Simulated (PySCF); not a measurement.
## Worked example: entropy of an ideal gas

NO2, SMILES N(=O)[O], multiplicity 2.

Coordinates come from a ωB97X-D3(BJ)/def2-TZVP optimisation. The isomer is the one that the SMILES or the coordinates give; other isomers of the formula were not compared.

ωB97X-D3(BJ)/def2-TZVP in PySCF gives the harmonic wavenumbers 779, 1448, 1763 cm⁻¹ and the rotational temperatures 11.8268, 0.6344, 0.6021 K. The molar mass is 46.01 g/mol, the symmetry number 2, the spin multiplicity 2.

Q: Work out the entropy at 298.15 K and 1 atm in the rigid-rotor, harmonic-oscillator model.

A: 
Translation (Sackur–Tetrode at 1 atm): S = R[1.5 ln M + 2.5 ln T − 1.16487] = 156.5 J/(mol K).
Rotation: q = (√π/σ) T^1.5/√(θA θB θC) = 2150, S = R[ln q + 3/2] = 76.3 J/(mol K).
Vibration: with u = 1.4388 ν/T, each mode gives R[u/(e^u − 1) − ln(1 − e^−u)]:
| ν (cm⁻¹) | modes | u | S (J/(mol K)) |
|---|---|---|---|
| 779 | 1 | 3.76 | 0.94 |
| 1448 | 1 | 6.99 | 0.06 |
| 1763 | 1 | 8.51 | 0.02 |
These are all the modes. Sum 1.0 J/(mol K).
Spin: R ln 2 = 5.8 J/(mol K).
Total 239.5 J/(mol K); the program's own thermochemistry gives 239.5. Translation makes up 65 % and vibration 0 %. Anharmonicity, hindered rotation and orbital degeneracy are left out.
